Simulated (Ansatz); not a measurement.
hcp Mg

The numbers are results of HSE06 in Ansatz (plane waves, PAW), not measurements.

Numerical settings: plane-wave cutoff 500 eV, 12×12×1 k mesh (along the axes of the cell as run), Fermi–Dirac smearing 0.1 eV, scalar-relativistic PAW data made under PBE.

Cell: relaxed with r²SCAN.

```
Quantity                              Result
---------------------------------  ---------
surface energy of the (0001) face  0.59 J/m²
work function of the (0001) face     3.87 eV
```

Note: exact exchange on metals is sensitive to the k mesh and can open a false gap.

The slab of 4 atoms is relaxed and unreconstructed.

Computed values are for the static lattice.

Computing time: about 5 core-minutes (a rough figure).

Ansatz is a first-principles code.
